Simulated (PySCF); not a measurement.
## Two-dimensional NMR puzzle

Compound of formula C₅H₈O. Correlations simulated from computed shifts and couplings:

HSQC (one-bond C–H):
| δH | δC | ¹J(C,H) (Hz) |
| --- | --- | --- |
| 6.12 | 132.4 | 166 |
| 6.04 | 132.4 | 168 |
| 2.31 | 26.6 | 135 |
| 1.86 | 21.2 | 135 |

COSY cross peaks (|J| ≥ 2 Hz):
| δH | δH | abs. J (Hz) | bonds |
| --- | --- | --- | --- |
| 6.04 | 1.86 | 2.2 | 4 |

HMBC (two and three bonds, |J| ≥ 2.5 Hz):
| δH | δC [abs. J in Hz] |
| --- | --- |
| 6.12 | 204.3 [6.9], 21.2 [10.8] |
| 6.04 | 204.3 [12.6], 21.2 [6.6] |
| 2.31 | 204.3 [5.4] |
| 1.86 | 204.3 [3.8], 156.6 [6.1], 132.4 [6.7] |

Carbons without hydrogens: δ 204.3, 156.6.

Theory: GIAO B97-2/pcSseg-2 shieldings, PBE0-D3(BJ)/def2-SVP structure, J couplings at B3LYP/pcJ-1 (without the spin–dipole term), in PySCF (single conformer, one averaged value for each set of equivalent atoms, no solvent, relativity neglected).

Referencing at the same level of theory: ¹H (σ = 31.36 ppm), ¹³C (σ = 183.46 ppm) against TMS.

Exchangeable hydrogens are left out of these lists, and C,H couplings along chains are those of one rotamer, so weak HMBC peaks may be missing or extra.

Which molecule is this?

Answers

SMILES C=C(C)C(C)=O.

Structure with atom numbers: `[CH2:1]=[C:2]([CH3:3])[C:4]([CH3:5])=[O:6]`; H(Xn) means a hydrogen on atom n. Ha(C1) is cis to C3; Hb(C1) is trans to C3.

δC 204.3 is C4, a ketone carbonyl carbon. δC 156.6 is C2, an α carbon of a C=C–C=O unit. δC 132.4 is C1, a β carbon of a C=C–C=O unit (δH 6.12, 6.04). δC 26.6 is C5, a methyl carbon α to a carbonyl (δH 2.31). δC 21.2 is C3, an allylic methyl carbon (δH 1.86). HMBC from δH 6.12 reaches the proton-free carbon C4. HMBC from δH 6.04 reaches the proton-free carbon C4. HMBC from δH 2.31 reaches the proton-free carbon C4. HMBC from δH 1.86 reaches the proton-free carbons C4, C2. COSY links 6.04–1.86.

The shifts were computed for this structure.

Shifts are as computed. Against solution values, carbons near 30 ppm lie about +4 ppm off and those near 130 ppm about +7 ppm. Of 1211 compounds with measured shifts, 218 miss one by over three times the rms of a fit or turn the order of signals round; such compounds aren't used in these exercises.
